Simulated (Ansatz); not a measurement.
## One arrangement of a pair

The pair of NH$_{3}$ (SMILES N, atoms 1–4) and CH$_{4}$ (SMILES C, atoms 5–9), both closed shells, in one local arrangement (a lower one may exist), relaxed at PBE0-D4/def2-TZVP:

N1  (-0.254, 0.066, -2.367)
H2  (0.532, 0.623, -2.055)
H3  (-1.078, 0.424, -1.900)
H4  (-0.105, -0.877, -2.029)
C5  (0.181, -0.047, 1.670)
H6  (-0.707, 0.363, 2.151)
H7  (0.056, -0.014, 0.587)
H8  (0.321, -1.080, 1.988)
H9  (1.052, 0.542, 1.954)
(Å)

Computed with Ansatz 0.2.0 (basis: def2-TZVPPD, with def2-QZVPPD for the basis limit); correlated methods freeze the cores. B3LYP uses VWN-RPA correlation. Extrapolation: Hartree–Fock as exp(−7.88 √X), correlation as X^−2.97. Interaction energies count from these two fragments, frozen as in the pair, with the counterpoise correction; negative means bound.

Task: What is the interaction energy by CCSD(T) at an estimated basis limit (MP2 extrapolated from triple and quadruple zeta, plus CCSD(T) − MP2 in triple zeta)? (Judge from chemistry; the value comes from the calculation.)

Result: By the calculation: -1.2 kJ/mol. Hartree–Fock alone gives 2.0 kJ/mol at the basis limit, so without correlation the pair would not bind at this distance. It counts from the two fragments frozen as in the pair.

The same quantity by other methods in triple zeta, and each one's difference from that estimate:
```csv
method,E_int (kJ/mol),difference
PBE-D4,-2.4,-1.2
revPBE-D4,-1.1,0.1
BLYP-D4,-0.6,0.6
r2SCAN-D4,-1.5,-0.3
B97M-V,-1.8,-0.6
PBE0-D4,-1.9,-0.7
B3LYP-D4,-1.0,0.2
HSE06-D4,-1.9,-0.7
wB97X-V,-1.3,-0.1
wB97M-V,-1.0,0.1
B2PLYP,0.4,1.5
HF,2.0,3.2
MP2,-0.5,0.7
CCSD,-0.4,0.8
CCSD(T),-0.9,0.3
```
Differences are method less estimate.

Basis-set superposition shift (counterpoise-corrected less uncorrected): CCSD(T) 0.8; MP2 0.8; HF 0.2; PBE0-D4 0.3; wB97M-V 0.3 kJ/mol.

The T1 diagnostic stays at or below 0.009.

For scale, one of the runs: CCSD(T)/def2-TZVPPD, 193 basis functions, launched by `ansatz run in.yaml --threads 2 --pin off --events-out ev --progress --plain --max-ram 5222MiB`. The run took 27 s on 2 CPU threads of an Arm Neoverse V2 (shared host), with 2.2 GiB of host memory at its peak.
